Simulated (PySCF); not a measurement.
PySCF input (B3PW91/6-31G* (5d)):

```python
from pyscf import gto, dft

mol = gto.M(
    atom='''
    C    -0.25707630    0.17154252   -0.00050422
    O     0.25831869    1.29780427   -0.01294596
    O    -1.33002752   -0.37085156    0.00890574
    C     1.05465506   -0.86855523    0.00357654
    H     1.99464496   -0.33387121   -0.00521180
    H     0.90052178   -1.44156834    0.91320689
    H     0.89303133   -1.45810589   -0.89410728
    ''',
    basis='6-31g*',
    charge=0,
    spin=1,
    verbose=4,
)

mf = dft.UKS(mol, xc='b3pw91')
mf.grids.level = 3
mf.conv_tol = 1e-9
mf.max_cycle = 100
mf.max_memory = 1500
mf.kernel()
if not mf.converged:
    mf = mf.newton()
    mf.kernel(mf.make_rdm1())
mo, _, stable, _ = mf.stability(return_status=True)
if not stable:
    mf.kernel(mf.make_rdm1(mo, mf.mo_occ))
    stable = mf.stability(return_status=True)[2]
mf.dip_moment()
```

From the last part of the output:

```
  HOMO = -0.290779378731  LUMO = -0.182796195272  gap/eV = 2.93837
cycle= 8 E= -228.309664072457  delta_E= -2.42e-05  |g|= 0.00366  |ddm|= 0.0107
  alpha nocc = 16  HOMO = -0.299088459476212  LUMO = 0.0262879713525903
  beta  nocc = 15  HOMO = -0.290696058975602  LUMO = -0.182740224220463
  HOMO = -0.290696058976  LUMO = -0.18274022422  gap/eV = 2.93763
cycle= 9 E= -228.309673915846  delta_E= -9.84e-06  |g|= 0.00186  |ddm|= 0.00711
  alpha nocc = 16  HOMO = -0.298532179688697  LUMO = 0.0262708109486178
  beta  nocc = 15  HOMO = -0.290754717772193  LUMO = -0.182740328601112
  HOMO = -0.290754717772  LUMO = -0.182740328601  gap/eV = 2.93922
cycle= 10 E= -228.309678006407  delta_E= -4.09e-06  |g|= 0.000382  |ddm|= 0.00767
  alpha nocc = 16  HOMO = -0.298432669808633  LUMO = 0.0262762283174491
  beta  nocc = 15  HOMO = -0.290781669383178  LUMO = -0.182750624957864
  HOMO = -0.290781669383  LUMO = -0.182750624958  gap/eV = 2.93967
cycle= 11 E= -228.309678173641  delta_E= -1.67e-07  |g|= 6.09e-05  |ddm|= 0.00148
  alpha nocc = 16  HOMO = -0.298415156945338  LUMO = 0.0262803616688658
  beta  nocc = 15  HOMO = -0.290781355230125  LUMO = -0.182750925049755
  HOMO = -0.29078135523  LUMO = -0.18275092505  gap/eV = 2.93966
cycle= 12 E= -228.309678178596  delta_E= -4.95e-09  |g|= 2.81e-05  |ddm|= 0.000207
  alpha nocc = 16  HOMO = -0.298410949299394  LUMO = 0.0262825152621411
  beta  nocc = 15  HOMO = -0.290782145857881  LUMO = -0.182750696905922
  HOMO = -0.290782145858  LUMO = -0.182750696906  gap/eV = 2.93969
cycle= 13 E= -228.309678179332  delta_E= -7.36e-10  |g|= 4.25e-06  |ddm|= 7.33e-05
  alpha nocc = 16  HOMO = -0.298411930075841  LUMO = 0.026282148197267
  beta  nocc = 15  HOMO = -0.290783351736976  LUMO = -0.182751308285238
  HOMO = -0.290783351737  LUMO = -0.182751308285  gap/eV = 2.93970
Extra cycle  E= -228.309678179335  delta_E= -2.73e-12  |g|= 6.28e-06  |ddm|= 9.08e-06
converged SCF energy = -228.309678179335  <S^2> = 0.75538328  2S+1 = 2.0053761
uhf_internal: lowest eigs of H = [0.09595416 0.10796148 0.34041742]
<class 'pyscf.dft.uks.UKS'> wavefunction is stable in the internal stability analysis
Dipole moment(X, Y, Z, Debye):  2.31474, -1.50724,  0.00420
```
